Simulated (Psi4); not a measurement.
Psi4 input (wB97X-D/6-31G*):

```
memory 1500 MB

molecule {
-1 1
C     0.01909113    0.15267994   -1.32752912
Cl   -0.01118660    0.00667210    0.64763898
H     0.90111306   -0.49482969   -1.50763755
H    -0.82548774   -0.53467571   -1.53705043
symmetry c1
no_reorient
no_com
}

set {
  basis 6-31G*
  reference rks
  scf_type pk
  dft_radial_points 99
  dft_spherical_points 590
  e_convergence 1e-8
  d_convergence 1e-7
  maxiter 150
}

e = energy('wb97x-d')
print_out(f'\nFINAL {e:.10f} DIPOLE {variable("CURRENT DIPOLE")[0]:.6f} {variable("CURRENT DIPOLE")[1]:.6f} {variable("CURRENT DIPOLE")[2]:.6f}\n')
```

Predict the final energy.

-499.40486 Eh.
